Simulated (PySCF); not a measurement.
# SiPH5: spin-spin couplings and electronic excitations at several levels of theory, part 2 of 2

PySCF 2.14.0. Atoms count from 0. Earlier steps stand in the parts before.

## (9) TDDFT and polarisability: B3LYP/def2-SVPD

Job settings and geometry (Å):

```
{"job": {"kind": "uv", "xc": "B3LYP", "basis": "def2-SVPD", "ip": true}, "charge": 0, "multiplicity": 1}
Si    -0.726544     0.056036     0.012094
P      1.442863     0.197104    -0.626503
H     -1.450042    -0.781434    -0.991160
H     -0.920881    -0.538538     1.369781
H     -1.301951     1.434511     0.000189
H      1.744471    -1.142362    -0.230278
H      1.869614     0.755700     0.617990
```

With the program's defaults for keys left out, this is: TDDFT B3LYP/def2-SVPD, vertical, gas phase, core orbitals frozen in the response.

The log of the run:

```text
coarse grid: 6352 points
cycle   1  E = -633.6112892562  dE = -2.248e-01  |g| = 1.181e-01  |ddm| = 2.485e+00
cycle   2  E = -633.6133610474  dE = -2.072e-03  |g| = 8.482e-02  |ddm| = 4.502e-01
cycle   3  E = -633.6157920530  dE = -2.431e-03  |g| = 2.211e-02  |ddm| = 2.024e-01
cycle   4  E = -633.6159883642  dE = -1.963e-04  |g| = 2.380e-03  |ddm| = 4.538e-02
cycle   5  E = -633.6159912543  dE = -2.890e-06  |g| = 4.658e-04  |ddm| = 6.367e-03
final grid: 50712 points
cycle   6  E = -633.6897917210  dE = -2.568e-06  |g| = 5.424e-04  |ddm| = 1.906e-02
cycle   7  E = -633.6897917329  dE = -1.188e-08  |g| = 5.442e-04  |ddm| = 2.362e-03
cycle   8  E = -633.6897918595  dE = -1.266e-07  |g| = 5.638e-05  |ddm| = 1.137e-03
cycle   9  E = -633.6897918606  dE = -1.036e-09  |g| = 1.093e-05  |ddm| = 1.291e-04
cycle  10  E = -633.6897918606  dE = -3.865e-11  |g| = 2.163e-06  |ddm| = 2.570e-05
converged SCF energy = -633.6897918606

Static polarisability (au): isotropic 59.085, principal 52.542 52.640 72.073

Singlet excitations
state   eV       nm        f      main configurations
  1   6.3858    194.2   0.02676   H->L 0.54, H->L+1 0.45
  2   6.5715    188.7   0.01232   H->L+2 0.94
  3   6.6769    185.7   0.20937   H->L+1 0.49, H->L 0.41
  4   7.2299    171.5   0.00768   H->L+4 0.94
  5   7.2692    170.6   0.02922   H->L+3 0.89
  6   7.8788    157.4   0.00754   H-1->L 0.78, H->L+5 0.14
  7   7.9807    155.4   0.05008   H->L+5 0.51, H-1->L+1 0.45
  8   8.2087    151.0   0.19072   H-1->L+1 0.41, H->L+5 0.28, H-1->L 0.13
  9   8.2206    150.8   0.03330   H-1->L+2 0.72, H-2->L 0.10, H-2->L+1 0.09
 10   8.4229    147.2   0.01138   H-2->L 0.59, H-2->L+1 0.15, H-1->L+2 0.12

Triplet excitations (Tamm-Dancoff, eV): 5.5435 5.6999 6.0947 6.8972
Vertical ionisation energy (delta-SCF) = 9.8524 eV
```

It took 6.5 s on 1 thread of Arm Neoverse V1, shared host; peak memory 0.4 GiB.

Key values: HOMO -7.40 eV, LUMO -0.13 eV; lowest singlet 6.39 eV.

## (10) Ultraviolet spectrum: PBE0/def2-SVPD

Settings changed since step 9:

```diff
@@ -1,2 +1,2 @@
-{"job": {"kind": "uv", "xc": "B3LYP", "basis": "def2-SVPD", "ip": true}, "charge": 0, "multiplicity": 1}
+{"job": {"kind": "uv", "xc": "PBE0", "basis": "def2-SVPD", "ip": true}, "charge": 0, "multiplicity": 1}
 Si    -0.726544     0.056036     0.012094
```

With the program's defaults for keys left out, this is: TDDFT PBE0/def2-SVPD, vertical, gas phase, core orbitals frozen in the response.

The log of the run:

```text
coarse grid: 6352 points
cycle   1  E = -633.3121088558  dE = -2.338e-01  |g| = 1.027e-01  |ddm| = 2.426e+00
cycle   2  E = -633.3139832734  dE = -1.874e-03  |g| = 7.096e-02  |ddm| = 3.998e-01
cycle   3  E = -633.3157255012  dE = -1.742e-03  |g| = 1.688e-02  |ddm| = 1.659e-01
cycle   4  E = -633.3158392889  dE = -1.138e-04  |g| = 1.775e-03  |ddm| = 3.876e-02
cycle   5  E = -633.3158408641  dE = -1.575e-06  |g| = 5.250e-04  |ddm| = 5.668e-03
final grid: 50712 points
cycle   6  E = -633.3882456268  dE = -5.481e-06  |g| = 1.558e-03  |ddm| = 3.535e-02
cycle   7  E = -633.3882457938  dE = -1.670e-07  |g| = 1.370e-03  |ddm| = 5.812e-03
cycle   8  E = -633.3882464417  dE = -6.479e-07  |g| = 9.859e-05  |ddm| = 2.890e-03
cycle   9  E = -633.3882464462  dE = -4.426e-09  |g| = 2.613e-05  |ddm| = 2.306e-04
cycle  10  E = -633.3882464465  dE = -2.879e-10  |g| = 7.863e-06  |ddm| = 6.253e-05
converged SCF energy = -633.3882464465

Static polarisability (au): isotropic 58.764, principal 52.275 52.378 71.640

Singlet excitations
state   eV       nm        f      main configurations
  1   6.5821    188.4   0.03296   H->L+1 0.63, H->L 0.35
  2   6.6507    186.4   0.01221   H->L+2 0.94
  3   6.8249    181.7   0.20663   H->L 0.57, H->L+1 0.32
  4   7.3550    168.6   0.00832   H->L+4 0.94
  5   7.4019    167.5   0.02954   H->L+3 0.89
  6   8.0607    153.8   0.01880   H-1->L 0.72, H->L+5 0.19
  7   8.1548    152.0   0.08598   H-1->L+1 0.64, H->L+5 0.31
  8   8.3286    148.9   0.03296   H-1->L+2 0.69, H-2->L 0.12, H-2->L+1 0.11
  9   8.3704    148.1   0.13726   H->L+5 0.42, H-1->L+1 0.22, H-1->L 0.17
 10   8.5437    145.1   0.00307   H-2->L+1 0.32, H-2->L 0.26, H-1->L+4 0.26

Triplet excitations (Tamm-Dancoff, eV): 5.5465 5.6788 6.2303 6.9342
Vertical ionisation energy (delta-SCF) = 9.8093 eV
```

It took 6.3 s on 1 thread of Arm Neoverse V1, shared host; peak memory 0.4 GiB.

This run: HOMO -7.62 eV, LUMO 0.12 eV; lowest singlet 6.58 eV.

## (11) TDDFT and polarisability: BHandHLYP/def2-SVPD

Settings changed since step 10:

```diff
@@ -1,2 +1,2 @@
-{"job": {"kind": "uv", "xc": "PBE0", "basis": "def2-SVPD", "ip": true}, "charge": 0, "multiplicity": 1}
+{"job": {"kind": "uv", "xc": "BHandHLYP", "basis": "def2-SVPD", "ip": true}, "charge": 0, "multiplicity": 1}
 Si    -0.726544     0.056036     0.012094
```

Method: TDDFT BHandHLYP/def2-SVPD, vertical, gas phase, core orbitals frozen in the response.

The log of the run:

```text
coarse grid: 6352 points
cycle   1  E = -633.5839811155  dE = -2.696e-01  |g| = 1.306e-01  |ddm| = 2.358e+00
cycle   2  E = -633.5909446260  dE = -6.964e-03  |g| = 5.724e-02  |ddm| = 3.688e-01
cycle   3  E = -633.5921755427  dE = -1.231e-03  |g| = 1.799e-02  |ddm| = 1.509e-01
cycle   4  E = -633.5923186071  dE = -1.431e-04  |g| = 2.263e-03  |ddm| = 4.616e-02
cycle   5  E = -633.5923209913  dE = -2.384e-06  |g| = 4.875e-04  |ddm| = 6.204e-03
final grid: 50712 points
cycle   6  E = -633.6394339301  dE = -1.173e-06  |g| = 4.806e-04  |ddm| = 1.152e-02
cycle   7  E = -633.6394339897  dE = -5.960e-08  |g| = 2.837e-04  |ddm| = 1.837e-03
cycle   8  E = -633.6394340177  dE = -2.803e-08  |g| = 2.347e-05  |ddm| = 6.606e-04
cycle   9  E = -633.6394340179  dE = -2.220e-10  |g| = 8.205e-06  |ddm| = 8.471e-05
converged SCF energy = -633.6394340179

Static polarisability (au): isotropic 57.405, principal 51.286 51.370 69.559

Singlet excitations
state   eV       nm        f      main configurations
  1   6.7784    182.9   0.01626   H->L+2 0.90
  2   6.8000    182.3   0.02889   H->L 0.72, H->L+1 0.23
  3   7.1105    174.4   0.28820   H->L+1 0.70, H->L 0.19
  4   7.7811    159.3   0.00844   H->L+4 0.89
  5   7.7961    159.0   0.02359   H->L+3 0.90
  6   8.3836    147.9   0.01329   H-1->L 0.74, H->L+5 0.16
  7   8.5343    145.3   0.12092   H-1->L+1 0.59, H->L+5 0.26
  8   8.6982    142.5   0.04485   H-1->L+2 0.75, H-2->L+1 0.11
  9   8.7779    141.2   0.15587   H->L+5 0.41, H-1->L+1 0.28, H-1->L+3 0.10
 10   9.0182    137.5   0.00324   H-1->L+4 0.40, H-2->L+1 0.39, H-1->L+2 0.09

Triplet excitations (Tamm-Dancoff, eV): 5.7020 5.7652 6.4785 7.3285
Vertical ionisation energy (delta-SCF) = 9.7528 eV
```

Wall time 6.1 s (1 thread of Arm Neoverse V1, shared host); peak memory 0.4 GiB.

Key values: HOMO -8.58 eV, LUMO 0.73 eV; lowest singlet 6.78 eV.

## (12) Run by run: spin-spin couplings

Couplings (Hz), each a mean over the pairs like the one named, with basis size and wall time:

```
                run  Si0–H2  P1–H5  Si0–P1  P1–H2  H5–H6  Si0–H5  H2–H5  functions   time
B3LYP/aug-cc-pVTZ-J  -217.0  159.0    63.8   21.2  -10.9     6.8    6.6        236   22 s
    B3LYP/def2-TZVP  -171.0  142.9    29.4   18.0   -8.7     6.3    5.2        104  7.1 s
      B3LYP/cc-pVTZ  -159.5  116.0    43.6   18.2   -8.5     6.2    5.2        138  9.8 s
       B3LYP/6-31G*  -186.5  163.4    12.6   16.3  -12.6     6.6    5.1         46  2.8 s
```

## (13) Side by side: electronic excitations

Excitations and ground-state properties, with basis size and wall time:

```
                run  lowest singlet (eV)  brightest (eV)      f  gap (eV)  α (Å³)  μ (D)  functions   time
       HF/def2-SVPD                 7.02            7.66  0.416     12.37    8.26   0.75         88  1.4 s
      LDA/def2-SVPD                 6.01            6.30  0.123      5.82    9.16   0.65         88  5.4 s
      PBE/def2-SVPD                 6.11            6.38  0.149      5.89    8.95   0.61         88  7.9 s
    B3LYP/def2-SVPD                 6.39            6.68  0.209      7.27    8.76   0.59         88  6.5 s
     PBE0/def2-SVPD                 6.58            6.82  0.207      7.74    8.71   0.67         88  6.3 s
BHandHLYP/def2-SVPD                 6.78            7.11  0.288      9.31    8.51   0.65         88  6.1 s
```

## (14) What came out

This closing draws on all 2 parts.

```
                                           quantity                                              value
largest coupling of the table (B3LYP/aug-cc-pVTZ-J)  ¹J(Si,H) Si0–H2, -217.0 Hz (mean over like pairs)
                      lowest singlet (HF/def2-SVPD)                        7.02 eV (177 nm), f = 0.023
           brightest single state of those computed                        state 3, 7.66 eV, f = 0.416
                                     lowest triplet                                            5.59 eV
                  vertical ionisation energy (ΔSCF)                                            8.87 eV
           range of J(Si0,H2), mean over like pairs                                -217.0 to -159.5 Hz
                        range of the lowest singlet                                    6.01 to 7.02 eV
```

What this shows: Single values in the summary come from the first sound run of each kind (B3LYP/aug-cc-pVTZ-J; HF/def2-SVPD), which need not be the best level. Of the pairs tabulated at B3LYP/aug-cc-pVTZ-J, Si0–H2 (mean over like pairs) couples most strongly (-217.0 Hz; Fermi contact -217.2 Hz). The lowest singlet, at 7.02 eV, is HOMO→LUMO+2 0.64, HOMO→LUMO+4 0.28 and is weak; of the 10 states computed, the strongest absorption comes from state 3 at 7.66 eV. The lowest triplet lies 1.42 eV below the lowest singlet (triplets in Tamm-Dancoff, singlets in full TDDFT). At HF/def2-SVPD, the highest states lie near or above the ionisation energy, where they hang on the basis. ΔSCF puts the ionisation energy at 8.87 eV, 1.25 eV below −ε(HOMO). The coupling Si0–H2, as a mean over pairs of its kind, runs from -217.0 Hz (B3LYP/aug-cc-pVTZ-J) to -159.5 Hz (B3LYP/cc-pVTZ). The lowest singlet runs from 6.01 eV (LDA/def2-SVPD) to 7.02 eV (HF/def2-SVPD), while the orbital gap spans 5.82 to 12.37 eV: the excitation energy moves far less from run to run than the orbital gap does. The lowest state need not be the same one in every run. Couplings from bases without tight functions are rough.
